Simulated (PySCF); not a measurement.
PySCF input (M06-2X/6-311+G**):

```python
from pyscf import gto, dft

mol = gto.M(
    atom='''
    C     0.00151063   -0.00003421    0.15677747
    C    -0.00745373    1.47973661   -0.01482608
    C     1.28493407   -0.73353222   -0.02776186
    C    -1.27792029   -0.74619443   -0.00307020
    H    -0.01913589    1.76636606   -1.08038075
    H    -0.89153056    1.93489643    0.43835820
    H     0.88065011    1.94365219    0.42128423
    H     1.52338880   -0.87527278   -1.09582020
    H     2.12764463   -0.19187872    0.40880281
    H     1.24913342   -1.73108127    0.41693185
    H    -1.53549656   -0.89038572   -1.06634955
    H    -1.22370432   -1.74329874    0.44075626
    H    -2.11737378   -0.21285195    0.44970118
    ''',
    basis='6-311+g**',
    charge=0,
    spin=1,
    verbose=4,
)

mf = dft.UKS(mol, xc='m062x').density_fit(auxbasis='def2-universal-jkfit')
mf.grids.level = 4
mf.conv_tol = 1e-9
mf.max_cycle = 100
mf.max_memory = 1500
mf.kernel()
if not mf.converged:
    mf = mf.newton()
    mf.kernel(mf.make_rdm1())
mo, _, stable, _ = mf.stability(return_status=True)
if not stable:
    mf.kernel(mf.make_rdm1(mo, mf.mo_occ))
    stable = mf.stability(return_status=True)[2]
mf.dip_moment()
```

Task: Predict the final energy.

Result: -157.74469 Eh.
